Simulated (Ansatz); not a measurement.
Relaxation of AlFH₅N (8 atoms, charge 0, multiplicity 1), to a largest force component of 0.03 eV/Å in at most 50 steps.

Computed with RKS PBE-D4/6-31G (Ansatz 0.2.0).

```xyz
8
Properties=species:S:1:pos:R:3:forces:R:3
Al 0.704 0.578 -0.731 -0.51 -0.92 0.48
F -1.283 1.171 1.534 -0.03 1.66 0.18
H 2.064 1.064 -0.021 -0.02 0.01 0.01
H -0.099 1.234 -1.963 -0.01 0.01 0.02
H -1.185 0.259 1.345 0.36 -1.89 -0.56
N 0.018 -1.069 -0.115 0.18 1.07 -0.11
H -0.738 -1.566 -0.589 0.01 0.03 -0.01
H 0.519 -1.672 0.540 0.02 0.03 0.00
```

Task: Where does it end, and by what steps?

Result: The forces met the threshold. Limits of this set-up: no polarisation functions. After 15 steps the energy has fallen by 2.156 eV; H5 moved furthest, 1.10 Å. Parted: F2–H5. Joined: Al1–F2, H5–N6.

| step | energy less start (eV) | largest force component (eV/Å) | accepted |
| --- | --- | --- | --- |
| 0 | 0.0000 | 1.890 | yes |
| 1 | -0.2402 | 1.358 | yes |
| 2 | -0.4855 | 1.376 | yes |
| 3 | -0.8375 | 1.339 | yes |
| 4 | -1.1898 | 1.674 | yes |
| 5 | -1.6214 | 2.751 | yes |
| 6 | -1.9654 | 1.510 | yes |
| 7 | -2.0211 | 2.112 | yes |
| 8 | -2.0293 | 1.504 | yes |
| 9 | -2.0058 | 0.879 | no |
| 10 | -2.1482 | 0.169 | yes |
| 11 | -2.1536 | 0.096 | yes |
| 12 | -2.1555 | 0.046 | yes |
| 13 | -2.1558 | 0.038 | yes |
| 14 | -2.1549 | 0.136 | no |
| 15 | -2.1558 | 0.004 | yes |

```xyz
8
Properties=species:S:1:pos:R:3
Al 0.350 0.962 -0.304
F -0.713 1.625 0.937
H 1.933 0.955 0.058
H -0.172 1.123 -1.834
H -0.918 -0.738 0.960
N -0.257 -0.960 0.201
H -0.739 -1.433 -0.571
H 0.516 -1.535 0.552
```

Whether the end is a true minimum wasn't checked by a vibrational analysis.

Run time: 32 s on 1 thread of Intel(R) Xeon(R) Platinum 8375C CPU @ 2.90GHz (Ice Lake) (shared host), peak memory 0.2 GiB.
